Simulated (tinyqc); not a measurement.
MP2 on RHF in the sto-3g basis, frozen core, for H2O, spin multiplicity 1, step by step. One step of it, computed by the program tinyqc.

Task: Iteration 8 (converged): orbitals. Diagonalise F' = X^T F X, C = X C', fill 5 alpha and 5 beta electrons from the bottom; D = 2 C_occ C_occ^T. Each column has its largest component positive (the first on a tie).

converged F (hartree), lower triangle:
```
             1O 1s      1O 2s     1O 2px     1O 2py     1O 2pz      2H 1s      3H 1s
1O 1s   -20.253356
1O 2s    -5.162761  -2.395193
1O 2px    0.000000   0.000000  -0.382542
1O 2py    0.000000   0.000000   0.000000  -0.205702
1O 2pz   -0.023993  -0.053754   0.000000   0.000000  -0.248666
2H 1s    -0.743197  -0.722283   0.000000  -0.353160  -0.287669  -0.364170
3H 1s    -0.743197  -0.722283   0.000000   0.353160  -0.287669  -0.186760  -0.364170
```

X, lower triangle:
```
            1O 1s      1O 2s    1O 2px     1O 2py     1O 2pz      2H 1s     3H 1s
1O 1s    1.023427
1O 2s   -0.134775   1.133397
1O 2px   0.000000   0.000000  1.000000
1O 2py   0.000000   0.000000  0.000000   1.066369
1O 2pz  -0.005971   0.055307  0.000000   0.000000   1.027441
2H 1s    0.017921  -0.200138  0.000000  -0.163483  -0.099683   1.105313
3H 1s    0.017921  -0.200138  0.000000   0.163483  -0.099683  -0.046317  1.105313
```

Give: F' = X^T F X; orbital energies; coefficients C; D after iteration 8.

Result:

F' = X^T F X (hartree), lower triangle:
```
          1        2        3        4        5        6        7
1  -19.8803
2   -2.6809  -1.3308
3    0.0000   0.0000  -0.3825
4    0.0000   0.0000   0.0000   0.0029
5   -0.0490   0.0904   0.0000   0.0000  -0.1519
6   -0.0699  -0.3691   0.0000  -0.3833  -0.2706  -0.0303
7   -0.0699  -0.3691   0.0000   0.3833  -0.2706  -0.0500  -0.0303
```

orbital energies (hartree): MO1 -20.2615, MO2 -1.1862, MO3 -0.5309, MO4 -0.4123, MO5 -0.3825, MO6 0.4167, MO7 0.5534

coefficients C:
```
            MO1      MO2      MO3      MO4     MO5      MO6      MO7
1O 1s    0.9945  -0.2420   0.0000   0.0859  0.0000  -0.1058   0.0000
1O 2s    0.0234   0.9054   0.0000  -0.4383  0.0000   0.6111   0.0000
1O 2px   0.0000   0.0000   0.0000   0.0000  1.0000   0.0000   0.0000
1O 2py   0.0000   0.0000   0.5976   0.0000  0.0000   0.0000   0.9129
1O 2pz   0.0027   0.0677   0.0000   0.7587  0.0000   0.7059   0.0000
2H 1s   -0.0042   0.1374   0.4548   0.3408  0.0000  -0.6899  -0.6950
3H 1s   -0.0042   0.1374  -0.4548   0.3408  0.0000  -0.6899   0.6950
```

D after iteration 8, lower triangle:
```
          1O 1s    1O 2s  1O 2px   1O 2py  1O 2pz    2H 1s   3H 1s
1O 1s    2.1101
1O 2s   -0.4670   2.0248
1O 2px   0.0000   0.0000  2.0000
1O 2py   0.0000   0.0000  0.0000   0.7144
1O 2pz   0.1029  -0.5424  0.0000   0.0000  1.1605
2H 1s   -0.0163  -0.0501  0.0000   0.5437  0.5358   0.6839
3H 1s   -0.0163  -0.0501  0.0000  -0.5437  0.5358  -0.1436  0.6839
```
